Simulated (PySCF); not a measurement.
LiSi at r²SCAN

Level: r²SCAN. Li def2-TZVPP, Si def2-TZVPP; no relativity (PySCF 2.14).

For LiSi, the state is ⁴Σ⁻ (quartet), unpaired electrons σ ↑, π ↑↑ and the bond length is 2.380 Å. The harmonic wavenumber is 449 cm⁻¹, the force constant is 0.667 mdyn/Å and the rotational constant Be is 0.5305 cm⁻¹. The anharmonicity ωexe is 3.68 cm⁻¹, the vibration–rotation constant αe is 0.00577 cm⁻¹ and the well depth De to Li + Si is 44.7 kcal/mol. The dissociation energy D0 is 44.1 kcal/mol. The bond order (Mayer) is 0.77. The dipole moment (positive dipole means Li(−)Si(+)) is -6.10 D.

The state was picked by a PBE0 search and need not be the measured ground state.
